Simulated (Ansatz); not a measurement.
Cl–Al–PH⁺, doublet: reading a ladder of total energies

Geometry: that of the Cl–Al–PH, singlet, kept fixed.

| atom | x (Å) | y (Å) | z (Å) |
| --- | --- | --- | --- |
| Cl | 0.0000 | -0.3034 | 2.5579 |
| Al | 0.0000 | -0.3527 | 0.4810 |
| P | 0.0000 | -0.3809 | -1.6550 |
| H | 0.0000 | 1.0370 | -1.3840 |

Basis cc-pVDZ; Ansatz 0.2.0. Correlated methods freeze the noble-gas cores, which leaves 15 electrons in 44 orbitals. Prefix R: restricted or restricted open-shell reference; prefix U: unrestricted.

Full CI isn't at hand for all of this; UCCSDT(Q) serves as the reference, and is uncertain by the last step of the cluster series or more.

UCCSD has a T1 diagnostic of 0.016 and a largest doubles amplitude of 0.05.

Runs differ by some tens of microhartree through their thresholds and, for an open shell, their frozen cores, so steps under 0.03 kcal/mol mean nothing.

```tsv
level	total energy (hartree)
UHF	-1042.523132
UMP2	-1042.794678
UCCSD	-1042.830583
UCCSD(T)	-1042.839892
UCCSDT	-1042.841184
UCCSDT(Q)	-1042.841929
```

Question: What is the correlation energy at UCCSDT(Q), and what share of it do UMP2 and UCCSD(T) recover?

Answer: E(corr) = -1042.841929 − (-1042.523132) = -0.318797 hartree = -8.675 eV. UMP2: -0.271546 / -0.318797 = 85.18 %. UCCSD(T): -0.316760 / -0.318797 = 99.36 %.

Question: By how many kcal/mol does UCCSD(T) miss UCCSDT(Q) (1 hartree = 627.509 kcal/mol), and which steps make up the rest?

Answer: -1042.839892 − (-1042.841929) = 0.002037 hartree = 1.28 kcal/mol. Steps: UCCSDT − UCCSD(T) = -0.81, UCCSDT(Q) − UCCSDT = -0.47 kcal/mol. Differences between like states or geometries often cancel part of this.
